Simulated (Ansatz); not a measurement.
## CHO (charge +1), SMILES C#[O+]: a composite energy at a relaxed geometry

Run with Ansatz 0.2.0, Python API.

The script, `composite.py`:
```python
import itertools

import ansatz as az
from ase import Atoms
from ase.data import atomic_numbers, covalent_radii
import numpy as np

atoms = Atoms(["C", "O", "H"], positions=[
    (-0.0232, 0.0005, 0.0),
    (1.1047, -0.022, 0.0),
    (-1.0814, 0.0215, 0.0),
])
geometry = az.Crystal.molecule_from_ase(atoms)

calculation = (
    geometry.calculation()
    .basis(gaussian="def2-SVP")
    .functional("r2scan")
    .charge(1)
)
symbols = [site.symbol for site in geometry.cartesian_sites]
start = np.array([site.position_ang for site in geometry.cartesian_sites], dtype=float)
r = calculation.relax(force_tolerance=0.01).run().report
end = np.array(r["positions_ang"])
radius = [covalent_radii[atomic_numbers[s]] for s in symbols]
span = lambda where, i, j: np.linalg.norm(where[i] - where[j])
bonded = [(i, j) for i, j in itertools.combinations(range(len(symbols)), 2) if min(span(start, i, j), span(end, i, j)) < 1.2 * (radius[i] + radius[j])]
print("pair        before    after (A)")
for i, j in bonded:
    print(f"{symbols[i]}{i}-{symbols[j]}{j}".ljust(10), f"{span(start, i, j):8.4f} {span(end, i, j):8.4f}")
for first, second in list(itertools.combinations(bonded, 2)):
    shared = set(first) & set(second)
    if shared and symbols[(j := shared.pop())] != "H":
        i, k = sorted((set(first) | set(second)) - {j})
        u, v = end[i] - end[j], end[k] - end[j]
        angle = np.degrees(np.arccos(np.clip(u @ v / np.linalg.norm(u) / np.linalg.norm(v), -1, 1)))
        print(f"final angle {symbols[i]}{i}-{symbols[j]}{j}-{symbols[k]}{k}: {angle:.2f} deg")

minimum = az.Crystal.molecule()
for symbol, place in zip(symbols, end):
    minimum = minimum.atom(symbol, place.tolist())
at_minimum = minimum.calculation().charge(1)
level = lambda method, basis: at_minimum.basis(gaussian=basis).correlation(method).run().report
small, large, cluster = level("mp2", "cc-pVDZ"), level("mp2", "cc-pVTZ"), level("ccsd_t", "cc-pVDZ")
corr = lambda each: (each["free_energy_ev"] - each["reference_energy_ev"]) / 27.211386246
mp2_limit = (27 * corr(large) - 8 * corr(small)) / 19
pieces = {"HF / cc-pVTZ": large["reference_energy_ev"] / 27.211386246, "MP2 correlation, DZ-TZ limit": mp2_limit, "CCSD(T) - MP2 / cc-pVDZ": corr(cluster) - corr(small)}
for name, value in pieces.items():
    print(f"{name:32s} {value:14.6f} Ha")
print(f"{'sum':32s} {sum(pieces.values()):14.6f} Ha")
print("T1 diagnostic", round(cluster["correlation"]["coupled_cluster"]["t1_diagnostic"], 4))
```

Output of `python composite.py`:
```text
pair        before    after (A)
C0-O1        1.1281   1.1088
C0-H2        1.0584   1.1109
final angle O1-C0-H2: 180.00 deg
HF / cc-pVTZ                        -113.009647 Ha
MP2 correlation, DZ-TZ limit          -0.392235 Ha
CCSD(T) - MP2 / cc-pVDZ               -0.016101 Ha
sum                                 -113.417984 Ha
T1 diagnostic 0.02
```

Total energies depend on the basis set; only differences at equal settings carry meaning. The sum leaves out core correlation, relativity, the Hartree-Fock basis error and zero-point energy; a DZ-TZ extrapolation is rough. Inner cores stay frozen, so this is valence correlation. Finished in 4.4 s on 1 thread of Arm Neoverse V1, on a shared host, peak memory 0.17 GiB.
